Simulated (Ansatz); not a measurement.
Relaxed structures of CH₂BSi, doublet (PBE0-D4/def2-TZVP; forces vanish, vibrations not checked; lower isomers may exist, and structures with a doubtful reference or unclear bonds are left out; Å). Computed with Ansatz 0.2.0 (basis: def2-TZVPP); correlated methods freeze the cores; orbitals are unrestricted.

Question: Rank them by CCSD(T) energy, lowest first, and give each one's height above the lowest. Links in brackets join atoms within 1.22 times the sum of their covalent radii (1.1 for two metals). (Judge from chemistry; the value comes from the calculation.)
A.
CH₂BSi ([BH][C][SiH])
```
5
angstrom
B 0.6170 0.0697 -0.0397
C -0.4346 0.7502 0.4982
Si -2.0223 1.1449 0.9103
H -2.2212 2.3997 1.7238
H 1.5617 -0.4718 -0.4786
```
B.
CH₂BSi ([BH]1[CH][Si]1)
```
5
angstrom
B 0.5636 0.2692 -0.1894
C -0.4261 -0.1139 0.7575
Si -1.1262 1.4369 0.2594
H -0.5966 -0.9560 1.4182
H 1.4945 0.3618 -0.9084
```
C.
CH₂BSi ([BH2][C][Si])
```
5
angstrom
B 0.4817 -0.3764 -0.2923
C -0.5499 0.4292 0.3336
Si -1.7619 1.3764 1.0688
H 0.1969 -1.3906 -0.8693
H 1.6332 -0.0387 -0.2410
```

Answer: Computed: B (0.0 kJ/mol), C (82.8 kJ/mol), A (117.4 kJ/mol). Heights count from the lowest.

The T1 diagnostic stays at or below 0.029. ⟨S²⟩ of the unrestricted Hartree–Fock references: 0.76 to 0.82 (a pure state has 0.75). The unrestricted reference is spin-contaminated, which hurts MP2 most.

For scale, one of the runs: CCSD(T)/def2-TZVPP, 132 basis functions, launched by `ansatz run in.yaml --threads 2 --pin off --events-out ev --progress --plain --max-ram 4352MiB`. Time: 30 s of wall clock on 2 CPU threads of an Arm Neoverse V1; the host was shared. Peak host memory: 1.4 GiB.
